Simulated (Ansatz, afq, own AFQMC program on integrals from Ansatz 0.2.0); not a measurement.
# NH₂O (quartet): quantum Monte Carlo beside coupled cluster at distance O1–H3 along a hydrogen transfer = 1.029 Å, cc-pVTZ

Aim: compute NH₂O (quartet) with auxiliary-field quantum Monte Carlo on the same integrals as coupled cluster, and set the energies side by side.

Program: Ansatz 0.2.0, Gaussian basis, and an in-house AFQMC program (afq) on its integrals; all values are calculated. Level of theory: cc-pVTZ, frozen cores. These are calculated values, not measurements.

Plan: PBE (unrestricted); r2SCAN (unrestricted); PBE0 (unrestricted); B3LYP (unrestricted); CCSD(T) on UHF; wB97M-V (unrestricted); B2PLYP (unrestricted); CCSDT(Q) on UHF; Phaseless AFQMC, CISD trial on UHF.

1 further run of the same task is left out (it didn't finish).

## (1) The geometry

The geometry derives from fragments relaxed apart (PBE0/def2-TZVP) and kept rigid, so it is no stationary point. A hydrogen atom is moved between rigid fragments.

4 atoms, charge 0, spin multiplicity 4.

Atoms are counted from 1 here; the program's logs count them from 0.

Bond lengths: O1–H2 0.960 Å, O1–H3 1.029 Å, H3–N4 1.212 Å. Angles: H2–O1–H3 105.1°, O1–H3–N4 180.0°.

## (2) PBE (unrestricted)

in.yaml reads:

```yaml
crystal:
  periodic: [false, false, false]
  atoms:
    - {symbol: O, position_ang: [-1.004775, -0.029165, 0.000000]}
    - {symbol: H, position_ang: [-1.254085, 0.897410, 0.000000]}
    - {symbol: H, position_ang: [0.024225, -0.029165, 0.000000]}
    - {symbol: N, position_ang: [1.236225, -0.029165, 0.000000]}
basis:
  gaussian: {orbitals: cc-pVTZ}
magnetization: {spin_polarized: true, initial_magnetization: 3}
hamiltonian: {xc: {name: PBE}}
output: {orbitals: {seedname: orbitals}}
```

The run is started by

```console
> ansatz run in.yaml --threads 1 --pin off --events-out ev --progress --plain --max-ram 5632MiB --backend cpu
```

The program printed:

```text
Functional definition: PBE
  name "PBE"
  cite "Perdew, Burke & Ernzerhof, Phys. Rev. Lett. 77, 3865 (1996) doi:10.1103/PhysRevLett.77.3865"
  parent pbe
  parameter kappa = 0.804
  parameter beta = 0.06672455060314922
  exchange = pbe_x(kappa = kappa, mu = beta*pi^2/3)
  correlation = pbe_c(beta = beta)
462 factors; their error is unknown
mean field evaluation 1: about -3556.3018 eV, gradient 4.0e1 eV
mean field evaluation 2: about -3481.8445 eV, gradient 1.2e2 eV
mean field evaluation 4: about -3561.3811 eV, gradient 4.3e0 eV
mean field evaluation 8: about -3561.4506 eV, gradient 1.2e-1 eV
mean field evaluation 16: about -3561.4393 eV, gradient 8.8e-5 eV
mean field -3561.43930861 eV, -130.8804805611 hartree, gradient 3.4e-5 eV, S^2 3.754468; 0 other end points of the search recorded, 0 dependent functions left out
reference -3561.43932633 eV, -130.8804812123 hartree; 10, 7 occupied and 78, 81 virtual orbitals, 462 factors
Total energy: -3561.43932633 eV, -130.8804812123 hartree
```

Run time: 0.88 s. Hardware: 1 thread of AMD EPYC 7R13 (Zen 3), shared host; peak memory 1.6 GiB.

From the report: ⟨S²⟩ of the determinant 3.754 (pure quartet: 3.75).

## (3) r2SCAN (unrestricted)

Edit in.yaml of step 2 so:

```diff
@@ -10,3 +10,2 @@
 magnetization: {spin_polarized: true, initial_magnetization: 3}
-hamiltonian: {xc: {name: PBE}}
-output: {orbitals: {seedname: orbitals}}
+hamiltonian: {xc: {name: r2SCAN}}
```

Same command.

The program printed:

```text
Functional definition: r2SCAN
  name "r2SCAN"
  cite "Furness, Kaplan, Ning, Perdew & Sun, J. Phys. Chem. Lett. 11, 8208 (2020) doi:10.1021/acs.jpclett.0c02405"
  cite "Furness, Kaplan, Ning, Perdew & Sun, J. Phys. Chem. Lett. 11, 9248 (2020) doi:10.1021/acs.jpclett.0c03077"
  parent r2scan
  parameter k0 = 0.174
  parameter k1 = 0.065
  parameter a1 = 4.9479
  exchange = r2scan_x(k0 = k0, k1 = k1, a1 = a1)
  correlation = r2scan_c
462 factors; their error is unknown
mean field evaluation 1: about -3559.5157 eV, gradient 3.7e1 eV
mean field evaluation 2: about -3512.2623 eV, gradient 1.0e2 eV
mean field evaluation 4: about -3563.7946 eV, gradient 3.3e0 eV
mean field evaluation 8: about -3563.8271 eV, gradient 2.0e-1 eV
mean field evaluation 16: about -3563.8272 eV, gradient 5.1e-5 eV
mean field -3563.82715627 eV, -130.9682323443 hartree, gradient 5.1e-5 eV, S^2 3.758940; 0 other end points of the search recorded, 0 dependent functions left out
reference -3563.82716226 eV, -130.9682325641 hartree; 10, 7 occupied and 78, 81 virtual orbitals, 462 factors
Total energy: -3563.82716226 eV, -130.9682325641 hartree
```

Run time: 1.7 s. Hardware: 1 thread of AMD EPYC 7R13 (Zen 3), shared host; peak memory 1.6 GiB.

From the report: ⟨S²⟩ of the determinant 3.759 (pure quartet: 3.75).

## (4) PBE0 (unrestricted)

Edit in.yaml of step 3 so:

```diff
@@ -10,2 +10,3 @@
 magnetization: {spin_polarized: true, initial_magnetization: 3}
-hamiltonian: {xc: {name: r2SCAN}}
+hamiltonian: {xc: {name: PBE0}}
+output: {orbitals: {seedname: orbitals}}
```

Same command.

The program printed:

```text
Functional definition: PBE0
  name "PBE0"
  cite "Adamo & Barone, J. Chem. Phys. 110, 6158 (1999) doi:10.1063/1.478522"
  cite "Perdew, Burke & Ernzerhof, Phys. Rev. Lett. 77, 3865 (1996) doi:10.1103/PhysRevLett.77.3865"
  parent pbe
  parameter a = 0.25
  parameter kappa = 0.804
  parameter beta = 0.06672455060314922
  exchange = (1 - a)*pbe_x(kappa = kappa, mu = beta*pi^2/3) + a*exact_x
  correlation = pbe_c(beta = beta)
465 factors; their error is unknown
mean field evaluation 1: about -3557.8549 eV, gradient 3.4e1 eV
mean field evaluation 2: about -3533.5841 eV, gradient 8.0e1 eV
mean field evaluation 4: about -3561.4793 eV, gradient 2.8e0 eV
mean field evaluation 8: about -3561.5198 eV, gradient 5.1e-2 eV
mean field evaluation 16: about -3561.5182 eV, gradient 1.9e-5 eV
mean field -3561.51818021 eV, -130.8833790389 hartree, gradient 1.9e-5 eV, S^2 3.757414; 0 other end points of the search recorded, 0 dependent functions left out
reference -3561.51819309 eV, -130.8833795124 hartree; 10, 7 occupied and 78, 81 virtual orbitals, 465 factors
Total energy: -3561.51819309 eV, -130.8833795124 hartree
```

Run time: 0.96 s. Hardware: 1 thread of AMD EPYC 7R13 (Zen 3), shared host; peak memory 1.6 GiB.

From the report: ⟨S²⟩ of the determinant 3.757 (pure quartet: 3.75).

## (5) B3LYP (unrestricted)

Edit in.yaml of step 4 so:

```diff
@@ -10,3 +10,2 @@
 magnetization: {spin_polarized: true, initial_magnetization: 3}
-hamiltonian: {xc: {name: PBE0}}
-output: {orbitals: {seedname: orbitals}}
+hamiltonian: {xc: {name: B3LYP}}
```

Same command.

The program printed, shortened:

```text
Functional definition: B3LYP
  name "B3LYP"
  cite "Stephens, Devlin, Chabalowski & Frisch, J. Phys. Chem. 98, 11623 (1994) doi:10.1021/j100096a001"
  cite "Becke, Phys. Rev. A 38, 3098 (1988) doi:10.1103/PhysRevA.38.3098"
  cite "Lee, Yang & Parr, Phys. Rev. B 37, 785 (1988) doi:10.1103/PhysRevB.37.785"
  cite "Vosko, Wilk & Nusair, Can. J. Phys. 58, 1200 (1980) doi:10.1139/p80-159"
[...]
462 factors; their error is unknown
[...]
mean field -3565.49895887 eV, -131.0296699563 hartree, gradient 2.1e-5 eV, S^2 3.757213; 0 other end points of the search recorded, 0 dependent functions left out
reference -3565.49908816 eV, -131.0296747078 hartree; 10, 7 occupied and 78, 81 virtual orbitals, 462 factors
Total energy: -3565.49908816 eV, -131.0296747078 hartree
```

It took 1 s on 1 thread of AMD EPYC 7R13 (Zen 3), shared host; peak memory 1.6 GiB.

From the report: ⟨S²⟩ of the determinant 3.757 (pure quartet: 3.75).

## (6) CCSD(T) on UHF

Edit in.yaml of step 5 so:

```diff
@@ -10,2 +10,2 @@
 magnetization: {spin_polarized: true, initial_magnetization: 3}
-hamiltonian: {xc: {name: B3LYP}}
+correlation: {method: ccsd_t, electrons: outside_noble_gas, hamiltonian_folder: ham}
```

The run is started by

```console
> ansatz run in.yaml --threads 1 --pin off --events-out ev --progress --plain --max-ram 16896MiB --backend cuda --devices 0, --max-vram 18GiB
```

The program printed, shortened:

```text
Functional definition: HF
  name "HF"
  cite "Fock, Z. Phys. 61, 126 (1930) doi:10.1007/BF01340294"
  parent pbe
[...]
525 factors; integrals over basis functions are off by at most 1.3e-3 eV
[...]
mean field -3548.18293416 eV, -130.3933177858 hartree, gradient 4.5e-6 eV, S^2 3.769396; 3 other end points of the search recorded, 0 dependent functions left out
determinant -3548.18293416 eV, -130.3933177858 hartree, with singles and doubles -3559.00856466 eV, -130.7911523686 hartree
determinant -3545.12245938 eV, -130.2808474120 hartree, with singles and doubles -3555.48599692 eV, -130.6617003919 hartree
2 core orbitals not correlated: weight in the atoms' cores, before any rotation towards them, 1.000 or more for the frozen orbitals, at most 0.000 for the correlated occupied ones
reference -3548.18293416 eV, -130.3933177858 hartree; 8, 5 occupied and 78, 81 virtual orbitals, 525 factors
second order -10.20772240 eV of doubles, -0.00000000 eV of singles
cycle   1  -10.73953616 eV  change    -1.0e0 eV  update   1.7e-2
[...]
cycle  10  -10.77303911 eV  change    1.9e-6 eV  update   8.8e-6
perturbative correction -0.34433215 eV, -0.0126539732 hartree
Total energy: -3559.30030543 eV, -130.8018736440 hartree
```

Wall time 5.5 s (1 × NVIDIA H100 80GB HBM3 with 1 thread of AMD EPYC 7R13 (Zen 3), shared host); peak host memory 1.6 GiB.

From the report: ⟨S²⟩ of the determinant 3.769 (pure quartet: 3.75); correlation -11.1174 eV; T1 0.016; largest double amplitude 0.04.

This run also writes the integrals to the folder ham.

## (7) wB97M-V (unrestricted)

Edit in.yaml of step 6 so:

```diff
@@ -10,2 +10,3 @@
 magnetization: {spin_polarized: true, initial_magnetization: 3}
-correlation: {method: ccsd_t, electrons: outside_noble_gas, hamiltonian_folder: ham}
+hamiltonian: {xc: {name: wB97M-V}}
+output: {orbitals: {seedname: orbitals}}
```

The run is started by

```console
> ansatz run in.yaml --threads 1 --pin off --events-out ev --progress --plain --max-ram 5632MiB --backend cpu
```

The program printed, shortened:

```text
Functional definition: wB97M-V
  name "wB97M-V"
  cite "Mardirossian & Head-Gordon, J. Chem. Phys. 144, 214110 (2016) doi:10.1063/1.4952647"
  cite "Becke, J. Chem. Phys. 107, 8554 (1997) doi:10.1063/1.475007"
  cite "Vydrov & Van Voorhis, J. Chem. Phys. 133, 244103 (2010) doi:10.1063/1.3521275"
  # Of w^i u^j: cxij and so on, Table III.
[...]
  gx(w, u) = 1 - cx + cx01*u + cx10*w
  gss(w, u) = css00 + css04*u^4 + css10*w + css20*w^2 + css43*w^4*u^3
  gos(w, u) = cos00 + cos10*w + (cos20 + cos21*u)*w^2 + (cos60 + cos61*u)*w^6
[...]
      + integral(e_c_pw_mod_opposite_spin*gos(b97_w_opposite, b97_u_opposite)) + vv10(b, c)
462 factors; their error is unknown
96 factors; integrals over basis functions are off by at most 8.3e-5 eV
[...]
mean field -3564.07813770 eV, -130.9774557415 hartree, gradient 7.2e-5 eV, S^2 3.756892; 0 other end points of the search recorded, 0 dependent functions left out
reference -3564.07816006 eV, -130.9774565632 hartree; 10, 7 occupied and 78, 81 virtual orbitals, 462 factors
Total energy: -3564.07816006 eV, -130.9774565632 hartree
```

Run time: 2.7 s. Hardware: 1 thread of AMD EPYC 7R13 (Zen 3), shared host; peak memory 1.6 GiB.

From the report: ⟨S²⟩ of the determinant 3.757 (pure quartet: 3.75).

## (8) B2PLYP (unrestricted)

Edit in.yaml of step 7 so:

```diff
@@ -10,3 +10,3 @@
 magnetization: {spin_polarized: true, initial_magnetization: 3}
-hamiltonian: {xc: {name: wB97M-V}}
-output: {orbitals: {seedname: orbitals}}
+hamiltonian: {xc: {name: B2PLYP}}
+correlation: {electrons: outside_noble_gas}
```

Launched as before.

The program printed, shortened:

```text
Functional definition: B2PLYP
  name "B2PLYP"
  cite "Grimme, J. Chem. Phys. 124, 034108 (2006) doi:10.1063/1.2148954"
  cite "Becke, Phys. Rev. A 38, 3098 (1988) doi:10.1103/PhysRevA.38.3098"
  cite "Lee, Yang & Parr, Phys. Rev. B 37, 785 (1988) doi:10.1103/PhysRevB.37.785"
[...]
525 factors; integrals over basis functions are off by at most 1.3e-3 eV
[...]
mean field -3559.63644819 eV, -130.8142266626 hartree, gradient 8.1e-6 eV, S^2 3.762443; 0 other end points of the search recorded, 0 dependent functions left out
2 core orbitals not correlated: weight in the atoms' cores, before any rotation towards them, 1.000 or more for the frozen orbitals, at most 0.000 for the correlated occupied ones
reference -3559.63652846 eV, -130.8142296128 hartree; 8, 5 occupied and 78, 81 virtual orbitals, 525 factors
second order -12.30367725 eV of doubles, -0.00000000 eV of singles
Total energy: -3562.95852132 eV, -130.9363105985 hartree
```

It took 1.4 s on 1 thread of AMD EPYC 7R13 (Zen 3), shared host; peak memory 1.6 GiB.

From the report: ⟨S²⟩ of the determinant 3.762 (pure quartet: 3.75).

## (9) CCSDT(Q) on UHF

Edit in.yaml of step 8 so:

```diff
@@ -10,3 +10,2 @@
 magnetization: {spin_polarized: true, initial_magnetization: 3}
-hamiltonian: {xc: {name: B2PLYP}}
-correlation: {electrons: outside_noble_gas}
+correlation: {method: ccsdt_q, electrons: outside_noble_gas}
```

The run is started by

```console
> ansatz run in.yaml --threads 1 --pin off --events-out ev --progress --plain --max-ram 16896MiB --backend cuda --devices 0, --max-vram 18GiB
```

The program printed, shortened:

```text
Functional definition: HF
  name "HF"
  cite "Fock, Z. Phys. 61, 126 (1930) doi:10.1007/BF01340294"
  parent pbe
[...]
1092 factors; integrals over basis functions are off by at most 2.1e-7 eV
[...]
mean field -3548.18295495 eV, -130.3933185496 hartree, gradient 4.2e-6 eV, S^2 3.769396; 3 other end points of the search recorded, 0 dependent functions left out
determinant -3548.18295495 eV, -130.3933185496 hartree, with singles and doubles -3559.00861030 eV, -130.7911540458 hartree
determinant -3545.12247637 eV, -130.2808480362 hartree, with singles and doubles -3555.48603287 eV, -130.6617017130 hartree
2 core orbitals not correlated: weight in the atoms' cores, before any rotation towards them, 1.000 or more for the frozen orbitals, at most 0.000 for the correlated occupied ones
reference -3548.18295495 eV, -130.3933185496 hartree; 8, 5 occupied and 78, 81 virtual orbitals, 1092 factors
second order -10.20774992 eV of doubles, -0.00000000 eV of singles
cycle   1  -10.46539805 eV  change   -2.6e-1 eV  update   7.5e-2
[...]
cycle  19  -11.13467938 eV  change   -2.5e-7 eV  update   1.0e-6
perturbative correction -0.01687059 eV, -0.0006199829 hartree
Total energy: -3559.33450492 eV, -130.8031304524 hartree
```

Run time: 32 s. Hardware: 1 × NVIDIA H100 80GB HBM3 with 1 thread of AMD EPYC 7R13 (Zen 3), shared host; peak host memory 1.6 GiB.

From the report: ⟨S²⟩ of the determinant 3.769 (pure quartet: 3.75); correlation -11.1515 eV; T1 0.018; largest double amplitude 0.05.

## (10) Phaseless AFQMC, CISD trial on UHF

It reads the integrals that the CCSD(T) run on this determinant wrote.

The run is started by

```console
> afq ham --method phaseless --trial cisd --walkers 1500 --populations 20 --least-time 60 --time-step 0.005 --steps-per-block 50 --equilibration-blocks 28 --max-blocks 4000 --target-error 0.00021 --factor-cut 1e-05 --start spin_pure --seed 863 --release-times 0.24,0.51,0.99,1.62,2.4 --release-step 0.03 --release-every 3 --taylor-order 6
```

The program printed:

```text
orbitals 86  electrons 8 5  factors 525 of 525
reference energy -130.39331779 Eh
CCSD correlation -0.39590205 Eh in 14 cycles, weight of the determinant in the CISD state 0.8963
energy of the start -130.788310 Eh
 block  time / (1/Eh)  mean weight  energy / Eh
     1     0.250  0.9998  -130.787544
     2     0.500  0.9998  -130.794411
     3     0.750  1.0003  -130.798080
     4     1.000  0.9999  -130.802016
     5     1.250  0.9993  -130.800700
     6     1.500  0.9998  -130.800028
     7     1.750  0.9998  -130.799250
     8     2.000  1.0001  -130.799487
     9     2.250  1.0001  -130.803660
    10     2.500  1.0000  -130.803222
    13     3.250  1.0005  -130.801422
    17     4.250  0.9991  -130.805651
    21     5.250  1.0009  -130.801586
    25     6.250  1.0001  -130.801967
    29     7.250  1.0006  -130.803324
    33     8.250  0.9993  -130.803119
    37     9.250  0.9995  -130.803599
    41    10.250  0.9998  -130.803986
    45    11.250  0.9998  -130.803556
    49    12.250  0.9996  -130.800580
    53    13.250  0.9996  -130.802518
    57    14.250  0.9998  -130.803049
    61    15.250  0.9997  -130.804041
    65    16.250  0.9993  -130.803803
    69    17.250  0.9994  -130.803271
    73    18.250  1.0000  -130.803173
    77    19.250  0.9997  -130.801975
    81    20.250  1.0002  -130.801826
    85    21.250  0.9998  -130.800769
    89    22.250  0.9992  -130.799862
    93    23.250  1.0001  -130.803704
    97    24.250  0.9996  -130.802286
   101    25.250  1.0000  -130.804749
   105    26.250  1.0002  -130.799461
   109    27.250  1.0009  -130.801550
   113    28.250  1.0000  -130.803819
   117    29.250  0.9995  -130.802108
   121    30.250  1.0003  -130.802967
   125    31.250  0.9997  -130.803857
   129    32.250  1.0000  -130.803520
   133    33.250  0.9990  -130.799706
   137    34.250  0.9996  -130.802602
   141    35.250  0.9991  -130.804785
   145    36.250  0.9993  -130.803870
   149    37.250  1.0002  -130.801868
   153    38.250  1.0002  -130.799942
   157    39.250  0.9999  -130.804349
   161    40.250  1.0002  -130.804509
   165    41.250  1.0007  -130.801880
   169    42.250  1.0008  -130.802481
   173    43.250  0.9999  -130.801469
   177    44.250  0.9991  -130.802465
   181    45.250  1.0003  -130.799693
   185    46.250  1.0002  -130.800744
   189    47.250  1.0011  -130.801688
   193    48.250  1.0006  -130.799782
error from the spread of 20 populations
released: time / (1/Eh)  energy / Eh  error  mean overlap
  0.24  -130.802576  0.000155  0.9979
  0.51  -130.802923  0.000148  0.9949
  0.99  -130.803620  0.000259  0.9855
  1.62  -130.803862  0.000408  0.9782
  2.40  -130.803669  0.000426  0.9614
energy -130.802219 +/- 0.000136 Eh
```

It took 4 min on 1 × NVIDIA H100 80GB HBM3 with 2 threads of AMD EPYC 7R13 (Zen 3), shared host; peak host memory 1.8 GiB.

Energy -3559.3097 ± 0.0037 eV. Caveats: constraint bias not in the error.

## (11) All levels side by side

On the UHF determinant, counted from CCSDT(Q) (a yardstick, not exact):

| level | energy (eV) | from CCSDT(Q) (kcal/mol) | statistical error (kcal/mol) | time |
| --- | --- | --- | --- | --- |
| HF | -3548.1829 | +257.16 |  |  |
| MP2 | -3558.3907 | +21.77 |  |  |
| CCSD | -3558.9560 | +8.73 |  |  |
| CCSD(T) | -3559.3003 | +0.79 |  |  |
| CCSDT(Q) | -3559.3345 | 0.00 |  |  |
| Phaseless AFQMC, CISD trial, step 0.005, 1500 walkers | -3559.3097 | +0.57 | 0.09 | 4 min |

The functionals' totals stand on their own zeros and serve differences with other points: PBE -3561.439 eV; r2SCAN -3563.827 eV; PBE0 -3561.518 eV; B3LYP -3565.499 eV; wB97M-V -3564.078 eV; B2PLYP -3562.959 eV.

## (12) Outcome

| quantity | value |
| --- | --- |
| CCSD(T) on UHF from CCSDT(Q) | +0.79 kcal/mol |
| Phaseless AFQMC, CISD trial on UHF from CCSDT(Q) | +0.57 ± 0.09 kcal/mol |

On UHF the phaseless walk with the CISD trial lies +0.57 kcal/mol from CCSDT(Q), 7 times its error bar. Error bars are statistical and leave out the constraint, the time step and what remains of the start.
